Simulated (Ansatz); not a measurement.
Born–Oppenheimer molecular dynamics of CH5O2 (8 atoms, charge 1, multiplicity 1). It starts from a relaxed structure.

Level of theory: RKS r2SCAN/def2-mTZVP (Ansatz).

```yaml
ensemble: NVT, Langevin thermostat
time_step: 0.5 fs
steps_asked: 300
set_temperature: 500 K
friction: 0.05 /fs
seed: 993307
```

Frames 0.5 fs apart, positions in Å.

Velocities at 45.0 fs (Å/ps):

```
O -4.51 -6.13 -3.43
C -4.73 -7.50 9.11
O -2.46 -2.47 -1.66
H -4.78 18.87 12.13
H 14.13 7.27 -14.04
H -29.25 24.05 14.81
H 3.82 5.40 -13.19
H -19.89 14.55 16.36
```

```xyz
8
Properties=species:S:1:pos:R:3 time_fs=45.0 energy_less_start_eV=0.325 T=353
O -1.447 0.567 -0.294
C -0.113 0.550 -0.326
O 0.294 -0.648 0.662
H -1.875 0.152 -1.139
H 0.405 0.213 -1.273
H 0.329 1.338 0.339
H 1.264 -0.611 0.850
H 0.027 -1.590 0.569
8
Properties=species:S:1:pos:R:3 time_fs=45.5 energy_less_start_eV=0.314 T=319
O -1.449 0.564 -0.296
C -0.116 0.546 -0.321
O 0.293 -0.649 0.662
H -1.877 0.163 -1.133
H 0.411 0.217 -1.278
H 0.314 1.350 0.343
H 1.265 -0.608 0.843
H 0.018 -1.582 0.576
8
Properties=species:S:1:pos:R:3 time_fs=46.0 energy_less_start_eV=0.296 T=398
O -1.450 0.561 -0.298
C -0.119 0.542 -0.316
O 0.293 -0.650 0.662
H -1.877 0.178 -1.124
H 0.415 0.224 -1.281
H 0.300 1.360 0.343
H 1.265 -0.608 0.835
H 0.010 -1.572 0.580
8
Properties=species:S:1:pos:R:3 time_fs=46.5 energy_less_start_eV=0.277 T=447
O -1.452 0.559 -0.301
C -0.122 0.537 -0.311
O 0.293 -0.653 0.663
H -1.875 0.195 -1.114
H 0.418 0.232 -1.284
H 0.286 1.367 0.337
H 1.265 -0.609 0.824
H 0.001 -1.563 0.583
8
Properties=species:S:1:pos:R:3 time_fs=47.0 energy_less_start_eV=0.276 T=471
O -1.454 0.557 -0.306
C -0.125 0.534 -0.306
O 0.294 -0.656 0.663
H -1.872 0.212 -1.101
H 0.419 0.240 -1.285
H 0.271 1.374 0.328
H 1.263 -0.612 0.811
H -0.008 -1.555 0.586
8
Properties=species:S:1:pos:R:3 time_fs=47.5 energy_less_start_eV=0.297 T=509
O -1.457 0.556 -0.310
C -0.129 0.531 -0.301
O 0.296 -0.658 0.665
H -1.870 0.227 -1.086
H 0.417 0.249 -1.281
H 0.257 1.382 0.317
H 1.259 -0.616 0.798
H -0.017 -1.551 0.588
8
Properties=species:S:1:pos:R:3 time_fs=48.0 energy_less_start_eV=0.327 T=467
O -1.460 0.554 -0.315
C -0.132 0.529 -0.297
O 0.298 -0.661 0.667
H -1.868 0.239 -1.074
H 0.414 0.261 -1.272
H 0.244 1.386 0.303
H 1.256 -0.621 0.785
H -0.026 -1.550 0.590
8
Properties=species:S:1:pos:R:3 time_fs=48.5 energy_less_start_eV=0.338 T=402
O -1.462 0.554 -0.319
C -0.136 0.527 -0.293
O 0.300 -0.663 0.669
H -1.870 0.248 -1.069
H 0.408 0.275 -1.262
H 0.232 1.388 0.286
H 1.254 -0.627 0.773
H -0.035 -1.554 0.590
8
Properties=species:S:1:pos:R:3 time_fs=49.0 energy_less_start_eV=0.324 T=353
O -1.466 0.554 -0.323
C -0.140 0.525 -0.290
O 0.301 -0.664 0.670
H -1.876 0.254 -1.072
H 0.400 0.288 -1.252
H 0.221 1.390 0.271
H 1.255 -0.636 0.764
H -0.041 -1.560 0.588
8
Properties=species:S:1:pos:R:3 time_fs=49.5 energy_less_start_eV=0.275 T=422
O -1.469 0.555 -0.326
C -0.144 0.524 -0.288
O 0.303 -0.666 0.673
H -1.884 0.256 -1.083
H 0.387 0.303 -1.242
H 0.211 1.390 0.260
H 1.255 -0.645 0.755
H -0.046 -1.566 0.585
8
Properties=species:S:1:pos:R:3 time_fs=50.0 energy_less_start_eV=0.217 T=480
O -1.472 0.557 -0.328
C -0.148 0.524 -0.286
O 0.304 -0.669 0.675
H -1.892 0.255 -1.102
H 0.374 0.320 -1.231
H 0.202 1.389 0.254
H 1.257 -0.658 0.746
H -0.051 -1.573 0.581
8
Properties=species:S:1:pos:R:3 time_fs=50.5 energy_less_start_eV=0.183 T=484
O -1.474 0.559 -0.330
C -0.152 0.523 -0.284
O 0.305 -0.672 0.679
H -1.900 0.254 -1.124
H 0.363 0.338 -1.218
H 0.194 1.388 0.250
H 1.260 -0.672 0.736
H -0.057 -1.581 0.578
```

Of the whole run (150 fs, mean temperature of the second half 419 K): The mean temperature of the second half is 16 % below the set value. A run of 0.15 ps of so small a system gives no equilibrium averages. Limits of this set-up: the dipole of an ion depends on the origin.

The run took 8.1 min on 1 thread of Arm Neoverse V2, on a shared host, peak memory 0.09 GiB.
